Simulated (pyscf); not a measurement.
## Four-centre exchange: H₂C=O + H₂ → H₂C=O + H₂

Gas phase, singlet surface, charge 0. Bonds broken: C1–H5, H3–H6. Bonds formed: C1–H3, H5–H6. Structures and frequencies: ωB97X-D3(BJ)/def2-SVP in PySCF.

Transition state (Å):

```xyz
6

C     -1.2474    -0.1149     0.2535
O     -1.0843    -0.1351     1.4598
H     -0.5046    -0.9138    -0.4919
H     -2.1630    -0.2755    -0.3504
H     -0.8905     0.9714    -0.4083
H     -0.2837     0.1221    -0.6440
```

One imaginary mode, 1896i cm⁻¹; descent along it reached the two sides named.

| bond | change | reactant side (Å) | saddle | product side |
|---|---|---|---|---|
| C1–H5 | breaks | 1.119 | 1.321 | 3.0 |
| H3–H6 | breaks | 0.760 | 1.070 | 3.4 |
| C1–H3 | forms | 3.1 | 1.321 | 1.118 |
| H5–H6 | forms | 3.0 | 1.070 | 0.760 |

Electronic energies relative to the separated reactants (kcal/mol):

```
level                   barrier  reaction energy  reverse barrier
----------------------  -------  ---------------  ---------------
ωB97X-D3(BJ)/def2-TZVP     69.6              0.0             69.6
PBE/def2-TZVP              56.6              0.0             56.6
r²SCAN/def2-TZVP           60.0              0.0             60.0
B3LYP-D3(BJ)/def2-TZVP     67.4              0.0             67.4
PBE0-D3(BJ)/def2-TZVP      61.1              0.0             61.1
M06-2X/def2-TZVP           70.0              0.0             70.0
ωB97M-D3(BJ)/def2-TZVP     68.6              0.0             68.6
HF/def2-TZVP               89.0              0.0             89.0
```

With ωB97M-D3(BJ)/def2-TZVP energies and thermal terms (ideal gas, 1 atm, RRHO with modes under 100 cm⁻¹ raised to 100, one conformer, R ln 2 for chiral ones without a mode under 150 cm⁻¹), in kcal/mol:

```json
[
 {"T (K)": "298", "ΔH‡": "69.1", "ΔG‡": "77.5", "ΔH": "0.0", "ΔG": "0.0"},
 {"T (K)": "600", "ΔH‡": "67.9", "ΔG‡": "86.4", "ΔH": "0.0", "ΔG": "0.0"},
 {"T (K)": "900", "ΔH‡": "67.6", "ΔG‡": "95.8", "ΔH": "0.0", "ΔG": "0.0"},
 {"T (K)": "1200", "ΔH‡": "67.8", "ΔG‡": "105.1", "ΔH": "0.0", "ΔG": "0.0"}
]
```

At the saddle there is also a short C–H contact that neither side keeps. One saddle was located; it need not be the lowest between these sides.
